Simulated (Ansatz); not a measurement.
# CH5NSi (SMILES NC=[SiH2]): one structure at several levels

Aim: energy, forces and dipole at a structure displaced at random from a GFN2-xTB minimum, from CCSD(T) and from density functionals.

Program: Ansatz 0.2.0, Gaussian basis. Level of theory: single points in def2-TZVPP. These are calculated values, not measurements.

Correlated methods freeze the cores.

## (1) Starting geometry

SMILES `NC=[SiH2]`, 8 atoms, charge 0, spin multiplicity 1.

Atoms are counted from 1 here; the program's logs count them from 0.

Bond lengths: N1–C2 1.399 Å, N1–H4 0.881 Å, N1–H5 1.036 Å, C2–Si3 1.766 Å, C2–H6 1.074 Å, Si3–H7 1.373 Å, Si3–H8 1.464 Å. Angles: C2–N1–H4 117.1°, C2–N1–H5 116.1°, H4–N1–H5 109.7°, N1–C2–Si3 123.4°, N1–C2–H6 106.3°, Si3–C2–H6 129.8°, C2–Si3–H7 123.2°, C2–Si3–H8 115.3°, H7–Si3–H8 121.5°.

Geometry (Å):

```
N    -0.4256    0.6747   -1.1723
C    -0.0125    0.5975    0.1626
Si    0.6174   -0.8776    0.9005
H    -0.4973   -0.0836   -1.6152
H    -1.2536    1.2686   -1.3591
H    -0.0339    1.6015    0.5434
H     0.5898   -2.1008    0.2770
H     1.1595   -0.7190    2.2510
```

## (2) CCSD(T)/def2-TZVPP

run/in.yaml reads:

```yaml
crystal:
  periodic: [false, false, false]
  atoms:
    - {symbol: N, position_ang: [-0.425600, 0.674700, -1.172300]}
    - {symbol: C, position_ang: [-0.012500, 0.597500, 0.162600]}
    - {symbol: Si, position_ang: [0.617400, -0.877600, 0.900500]}
    - {symbol: H, position_ang: [-0.497300, -0.083600, -1.615200]}
    - {symbol: H, position_ang: [-1.253600, 1.268600, -1.359100]}
    - {symbol: H, position_ang: [-0.033900, 1.601500, 0.543400]}
    - {symbol: H, position_ang: [0.589800, -2.100800, 0.277000]}
    - {symbol: H, position_ang: [1.159500, -0.719000, 2.251000]}
basis:
  gaussian: {orbitals: def2-TZVPP}
correlation: {method: ccsd_t}
output: {forces: true}
```

The command line of these runs was not kept.

## (3) PBE0-D4/def2-TZVPP

Changes to run/in.yaml since step 2:

```diff
@@ -13,3 +13,3 @@
   gaussian: {orbitals: def2-TZVPP}
-correlation: {method: ccsd_t}
-output: {forces: true}
+hamiltonian: {xc: pbe0, dispersion: d4}
+output: {forces: true, orbitals: {seedname: orbitals}}
```

## (4) wB97M-V/def2-TZVPP

Changes to run/in.yaml since step 3:

```diff
@@ -13,3 +13,3 @@
   gaussian: {orbitals: def2-TZVPP}
-hamiltonian: {xc: pbe0, dispersion: d4}
-output: {forces: true, orbitals: {seedname: orbitals}}
+hamiltonian: {xc: {name: wB97M-V}}
+output: {forces: true}
```

## (5) r2SCAN-D4/def2-TZVPP

Changes to run/in.yaml since step 4:

```diff
@@ -13,3 +13,3 @@
   gaussian: {orbitals: def2-TZVPP}
-hamiltonian: {xc: {name: wB97M-V}}
+hamiltonian: {xc: r2scan, dispersion: d4}
 output: {forces: true}
```

## (6) PBE-D4/def2-TZVPP

Changes to run/in.yaml since step 5:

```diff
@@ -13,3 +13,3 @@
   gaussian: {orbitals: def2-TZVPP}
-hamiltonian: {xc: r2scan, dispersion: d4}
+hamiltonian: {xc: pbe, dispersion: d4}
 output: {forces: true}
```

## (7) BHLYP-D4/def2-TZVPP

Changes to run/in.yaml since step 6:

```diff
@@ -13,3 +13,3 @@
   gaussian: {orbitals: def2-TZVPP}
-hamiltonian: {xc: pbe, dispersion: d4}
+hamiltonian: {xc: {name: BHLYP}, dispersion: d4}
 output: {forces: true}
```

## (8) B97M-V/def2-TZVPP

Changes to run/in.yaml since step 7:

```diff
@@ -13,3 +13,3 @@
   gaussian: {orbitals: def2-TZVPP}
-hamiltonian: {xc: {name: BHLYP}, dispersion: d4}
+hamiltonian: {xc: {name: B97M-V}}
 output: {forces: true}
```

(Steps that only read results are left out.)

What does the calculation give? Wanted: energy less free atoms, CCSD(T)/def2-TZVPP; RMS force component; RMS force error; HOMO and LUMO, PBE0-D4; T1 diagnostic.

**Answer**, as computed:

| quantity | value |
| --- | --- |
| energy less free atoms, CCSD(T)/def2-TZVPP | -591.2 kcal/mol |
| RMS force component | 2.658 to 2.774 eV/Å over the methods |
| RMS force error | PBE0-D4 0.211, wB97M-V 0.179, r2SCAN-D4 0.158, PBE-D4 0.217, BHLYP-D4 0.254, B97M-V 0.182 eV/Å |
| HOMO and LUMO, PBE0-D4 | -5.13 and -0.75 eV |
| T1 diagnostic | 0.015 |

**Reading.** Against CCSD(T) the functionals' energies less atoms differ by -33.2 to -2.1 kcal/mol, PBE-D4 by -33.2 kcal/mol. CCSD(T) in triple zeta still lacks some correlation energy of the bonds, so part of these gaps is its own basis error and they don't rank the functionals. On forces the order runs from r2SCAN-D4 to BHLYP-D4. The restricted Hartree–Fock reference is unstable towards an unrestricted one at one or more of these structures.
